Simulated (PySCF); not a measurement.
## Working with the constants of PH

UHF-CCSD(T) constants of PH, ³Σ⁻ (triplet), unpaired electrons π ↑↑ (PySCF, no relativity, basis sets P 6-31G(d,p), H 6-31G(d,p); masses 30.9738 and 1.0078 u):

```
ωe              : 2389.2 cm⁻¹
ωexe            : 47.6 cm⁻¹
Be              : 8.506 cm⁻¹
αe              : 0.259 cm⁻¹
D (centrifugal) : 0.000431 cm⁻¹
De to P + H     : 2.80 eV
```

Question: Give the vibrational terms G(v) and spacings up to v = 6.

Answer: G(v) = ωe(v+½) − ωexe(v+½)².

```
v  G(v) (cm⁻¹)  G(v) − G(v−1)  Bv (cm⁻¹)
0         1183                     8.377
1         3477           2294      8.117
2         5676           2199      7.859
3         7779           2104      7.599
4         9788           2008      7.341
5        11701           1913      7.082
6        13519           1818      6.822
```

Question: How well does the Morse estimate ωe²/(4ωexe) reproduce De, and what is D0?

Answer: It gives 3.72 eV, 133 % of the computed De. D0 = De − G(0) = 2.80 − 0.15 = 2.65 eV.

Correlated steps freeze 5 core orbitals. Correlated levels converge slowly with the basis: in double zeta they bind strong bonds too weakly, by up to about 1 eV, and carry superposition errors of some tenths. The state is the lowest determinant that a PBE0 search found; another state may lie lower at other levels.
